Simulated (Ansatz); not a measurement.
**AlPH₂ (singlet): PBE, r2SCAN, PBE0, B3LYP, wB97M-V, B2PLYP, RPA-PBE over vertical spin and charge gaps, 6-31G**

How well do these functionals follow the top wave-function level for AlPH₂ (singlet) over vertical spin and charge gaps?

Program: Ansatz 0.2.0, Gaussian basis. Level of theory: 6-31G, all electrons in the functionals, frozen cores in the correlation of double hybrids and RPA. These are calculated values, not measurements.

Plan: PBE, r2SCAN, PBE0, B3LYP, wB97M-V, B2PLYP, RPA-PBE, at charge 0, singlet; charge 0, triplet; charge 1, doublet.

3 further runs of the same task are left out: 3 set aside as unsound or not needed.

## (1) The geometry

The geometry is a PBE0/def2-TZVP stationary point (not a proven minimum).

4 atoms, charge 0, spin multiplicity 1.

Atoms are counted from 1 here; the program's logs count them from 0.

Bond lengths: Al1–P2 2.131 Å, Al1–H3 1.583 Å, P2–H4 1.451 Å. Angles: P2–Al1–H3 176.8°, Al1–P2–H4 75.4°.

No dispersion term is added; wB97M-V holds VV10 nonlocal correlation. B3LYP takes the VWN-RPA correlation.

The geometry shown and the zero of energy belong to the point charge 0, singlet. The yardstick, FCI, and other wave-function levels (R restricted, U unrestricted, valence and pair active spaces) come from earlier runs.

## (2) PBE, charge 0, singlet

in.yaml

```yaml
crystal:
  periodic: [false, false, false]
  atoms:
    - {symbol: Al, position_ang: [0.000000, 0.003348, 1.103758]}
    - {symbol: P, position_ang: [0.000000, 0.045326, -1.026381]}
    - {symbol: H, position_ang: [0.000000, -0.116866, 2.681764]}
    - {symbol: H, position_ang: [0.000000, -1.365594, -0.687779]}
basis:
  gaussian: {orbitals: 6-31G}
hamiltonian: {xc: {name: PBE}}
output: {orbitals: {seedname: orbitals}}
```

Started as:

```console
> ansatz run in.yaml --threads 1 --pin off --events-out ev --progress --plain --max-ram 4096MiB --backend cpu
```

The runs that follow: PBE, charge 0, triplet; PBE, charge 1, doublet; r2SCAN, charge 0, singlet; r2SCAN, charge 0, triplet; r2SCAN, charge 1, doublet; PBE0, charge 0, singlet; PBE0, charge 0, triplet; PBE0, charge 1, doublet; B3LYP, charge 0, singlet; B3LYP, charge 0, triplet; B3LYP, charge 1, doublet; wB97M-V, charge 0, singlet; wB97M-V, charge 0, triplet; wB97M-V, charge 1, doublet; B2PLYP, charge 0, singlet; B2PLYP, charge 0, triplet; B2PLYP, charge 1, doublet; RPA-PBE, charge 0, singlet; RPA-PBE, charge 0, triplet; RPA-PBE, charge 1, doublet.

Before running them: what should the planned runs give, taken together? Wanted: singlet to triplet, FCI; ionisation to the doublet cation, FCI; largest miss, PBE; largest miss, r2SCAN; largest miss, PBE0; largest miss, B3LYP; largest miss, wB97M-V; largest miss, B2PLYP; largest miss, RPA-PBE.

The runs gave:

| quantity | value |
| --- | --- |
| singlet to triplet, FCI | 264.5 kJ/mol |
| ionisation to the doublet cation, FCI | 750.9 kJ/mol |
| largest miss, PBE | +51.6 kJ/mol (ionisation to the doublet cation) |
| largest miss, r2SCAN | +52.4 kJ/mol (ionisation to the doublet cation) |
| largest miss, PBE0 | +44.5 kJ/mol (ionisation to the doublet cation) |
| largest miss, B3LYP | +44.6 kJ/mol (ionisation to the doublet cation) |
| largest miss, wB97M-V | +34.7 kJ/mol (ionisation to the doublet cation) |
| largest miss, B2PLYP | +24.9 kJ/mol (ionisation to the doublet cation) |
| largest miss, RPA-PBE | -5.9 kJ/mol (singlet to triplet) |
| largest miss, RCCSD(T) | -1.1 kJ/mol (singlet to triplet) |
| largest miss, UCCSD(T) | -1.1 kJ/mol (singlet to triplet) |

In words: Of the functionals, RPA-PBE keep the smallest largest miss at the points compared (at most 5.9 kJ/mol) and r2SCAN strays most (52.4 kJ/mol, at ionisation to the doublet cation). Functionals and the yardstick converge differently with the basis, so part of each miss in 6-31G is the basis.
